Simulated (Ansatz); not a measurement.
Mulliken charges of Al₂H₅N (`[AlH2][NH][AlH2]`) from r2SCAN/def2-TZVPP in Ansatz (PBE0-D4/def2-TZVP geometry).

```tsv
atom	x (Å)	y (Å)	z (Å)	charge (e)
Al1	-1.143	1.021	-0.500	0.458
N2	0.447	0.413	0.039	-0.427
Al3	0.945	-1.248	0.463	0.458
H4	-2.321	-0.025	-0.642	-0.153
H5	-1.307	2.567	-0.812	-0.160
H6	1.175	1.115	0.115	0.138
H7	2.442	-1.509	0.914	-0.160
H8	-0.146	-2.390	0.367	-0.153
```

Question: By hand: the dipole of these point charges (1 e Å = 4.8032 D).

Answer: Σ q r = (0.076, 0.074, 0.008) e Å, of length 0.106 e Å = 0.51 D.

Question: How does the dipole of the full density compare? (Best estimate.)

Answer: Computed: (0.148, 0.143, 0.016) e Å, 0.99 D; the point charges give 0.52 times that, at 0° from its direction.

Point charges leave out the atoms' own dipoles, such as those of lone pairs, and Mulliken's split depends on the basis, so the two needn't agree.
